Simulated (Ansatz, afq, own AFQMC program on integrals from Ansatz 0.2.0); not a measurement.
## CH$_{4}$N, doublet in def2-TZVP, levels against CCSDT(Q)

```json
{"atom": "C", "x (Å)": "-0.3189", "y (Å)": "-0.5035", "z (Å)": "-0.1353"}
{"atom": "N", "x (Å)": "0.7035", "y (Å)": "0.3401", "z (Å)": "0.2747"}
{"atom": "H", "x (Å)": "-1.3147", "y (Å)": "-0.2942", "z (Å)": "0.2632"}
{"atom": "H", "x (Å)": "-0.2500", "y (Å)": "-0.8964", "z (Å)": "-1.1528"}
{"atom": "H", "x (Å)": "1.6369", "y (Å)": "0.0592", "z (Å)": "-0.0066"}
{"atom": "H", "x (Å)": "0.6866", "y (Å)": "0.5980", "z (Å)": "1.2557"}
```

Connectivity, by distances: CH2–NH2.

Basis def2-TZVP. Noble-gas cores (and the filled d shells of Ga–Kr and In–Xe) are frozen. Ansatz 0.2.0 and our own AFQMC program on the same integrals; the CISD trial comes from CCSD amplitudes, and released means the phaseless constraint is let go. ± is one standard error of the sampling.

Determinant: UHF, the one that the program's search chose, which needn't be the lowest solution. The geometry is a PBE0/def2-SVP stationary point of this or a neighbouring charge and spin state.

No full CI on the walks' own integrals is used here; CCSDT(Q) serves as the reference and is uncertain by about the last step of the cluster series.

The T1 diagnostic is 0.0164. The weight of the determinant in the CISD state is 0.882. The ⟨S²⟩ of the determinant is 0.763. The size of the correlated space is 13 electrons in 84 orbitals.

| level | correlation energy (eV) |
| --- | --- |
| MP2 | -9.7395 |
| CCSD | -10.4333 |
| CCSD(T) | -10.7965 |

Task: Estimate where phaseless AFQMC with a CISD trial lies against CCSD(T) on the same integrals.

Result: 1.29 ± 0.20 mEh below CCSD(T).

Reference: CCSDT(Q), correlation energy -10.827 eV. The released energy is read at 2.40 1/Eh (meV from the phaseless value at times in 1/Eh: -2 ± 4 at 0.24, 0 ± 7 at 0.51, 0 ± 6 at 0.99, -19 ± 12 at 1.62, 12 ± 11 at 2.40).

```
         level  E − E(reference) (mEh)  share of correlation (%)
       CCSD(T)                    1.13                     99.72
         CCSDT                    0.57                     99.86
 ph-AFQMC/CISD            -0.16 ± 0.20                    100.04
released AFQMC             0.29 ± 0.40                     99.93
```

Released energies are given only where the last usable release times agree within the noise; a slower fall can still hide under it.
